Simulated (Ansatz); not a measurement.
CoGe₂: computed properties

All numbers below come from DFT PBEsol, scalar-relativistic, plane waves, PAW in Ansatz.

Plane waves to 420 eV, a k mesh through Γ of 8×8×6 on the computed 12-atom cell and Gaussian smearing (0.10 eV); no spin polarisation.

The structure is relaxed at this level of theory with its symmetry kept. Whether it is the stable form of this composition wasn't checked.

```cif
data_structure
_symmetry_space_group_name_H-M 'Cmce'
_symmetry_Int_Tables_number 64
_cell_length_a 10.7578
_cell_length_b 5.5874
_cell_length_c 5.5944
_cell_angle_alpha 90.000
_cell_angle_beta 90.000
_cell_angle_gamma 90.000
_cell_volume 336.27
loop_
_atom_site_label
_atom_site_type_symbol
_atom_site_symmetry_multiplicity
_atom_site_Wyckoff_symbol
_atom_site_fract_x
_atom_site_fract_y
_atom_site_fract_z
_atom_site_occupancy
Co1 Co 8 d 0.11672 0.50000 0.00000 1
Ge1 Ge 8 f 0.00000 0.34134 0.65870 1
Ge2 Ge 8 e 0.25000 0.24810 0.75000 1
```

Task: Formation energy from the elements' standard states (uncorrected)?

Result: -0.239 eV/atom.

Task: Density of states at the Fermi level?

Result: 3.25 states/eV per cell.

Task: Löwdin character within 0.5 eV of the Fermi level?

Result: Co 3d 58 %, Ge 4p 29 %, Ge 4s 8 %.

Task: Bulk modulus?

Result: 146 GPa.

Task: Its pressure derivative?

Result: 4.8.

A ferromagnetic start lost its moments in a first run, so spin was left out; other magnetic orders weren't tried.

Cost: 7 runs of about 47 core-minutes in all, on Intel Xeon Platinum 8488C (Sapphire Rapids) (shared hosts).